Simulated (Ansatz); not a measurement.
Wurtzite CdSe, treated with PBE (plane waves, PAW; Ansatz, an electronic-structure program).

Total energies, extrapolated to zero smearing (they compare only within this program, potentials and cutoff):

| system | energy (eV/atom) |
|---|---|
| wurtzite CdSe, relaxed | -6862.3987 |
| hcp Cd | -8254.4560 |
| trigonal Se | -5469.0796 |

Q: Work out the formation enthalpy per atom.

A: ΔH_f ≈ ΔE = -6862.3987 − [1 × (-8254.4560) + 1 × (-5469.0796)]/2 = -0.631 eV/atom (0 K, no vibrations). The reference value is -0.75 eV/atom (measured, 298 K, no zero-point or thermal correction; as tabulated in Zhang et al. (2018), doi:10.1038/s41524-018-0065-z), a difference of +0.119 eV/atom.

The PAW data were made under PBE.

Note: an element that serves as reference has a cell well above its measured volume.
